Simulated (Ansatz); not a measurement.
For C (within 0.1 Å of R-3m, No. 166, 2 atoms in the cell; start mp-169; another form than the element's usual one), LDA (plane waves, PAW; Ansatz, an electronic-structure program) gives:

| Property | Result |
|---|---|
| equilibrium lattice constant a | 2.445 Å |
| lattice parameter c | 9.972 Å |

Task: What does r²SCAN-D4 (plane waves, PAW; Ansatz) give for the same quantities?

Result: 
- lattice constant a: 2.453 Å (grows by 0.3 %)
- lattice parameter c: 10.115 Å (increases by 1.4 %)

Changes are worked out from the printed values.

Unless a cell is named, each level is at its own relaxed cell (LDA 8.60, r²SCAN-D4 8.79 Å³/atom).

Caveats: LDA has no dispersion term either, though it tends to give short spacings of layers, chains or molecules (LDA); the relaxation could not lower the start's symmetry, so the cell can be a saddle point above a distorted one (LDA, r²SCAN-D4). Ansatz's density-functional and Hartree–Fock values are scalar-relativistic unless marked +SOC, with PAW data made under PBE.

A start named mp-… is a Materials Project structure, which need not be a measured phase.
